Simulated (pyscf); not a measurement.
PySCF, gas phase, ωB97X-D3(BJ)/def2-SVP geometries.

Question: Estimate the classical barrier height and the reaction energy of `[F][SiH2][F]` + `[OH2]` + `[FH]` -> `[OH][SiH2][F]` + `[FH]` + `[FH]` at ωB97M-D3(BJ)/def2-TZVP. The step runs on the singlet surface, breaks F–Si, H–O, F–H and forms O–Si, F–H, F–H; take the separated reactants as zero.

Answer: ΔE‡ = 29.1 kJ/mol, ΔE = +38.8 kJ/mol. Zero-point energy shifts the barrier by +10.0 kJ/mol. It is a multi-bond step, with an imaginary mode of 795i cm⁻¹. On the reactant side the descent ends in a bound adduct (not fully relaxed), 48.0 kJ/mol under the separated species and 77.5 kJ/mol under the saddle at ωB97X-D3(BJ)/def2-TZVP. On the product side the descent ends in a bound adduct, 66.1 kJ/mol under the separated species and 57.9 kJ/mol under the saddle at ωB97X-D3(BJ)/def2-TZVP. At ωB97M-D3(BJ) the saddle lies under the separated products, which points to a path from their complex (located at ωB97X-D3(BJ) alone), and parting the products costs more than the saddle. One saddle was located; it need not be the lowest between these sides.
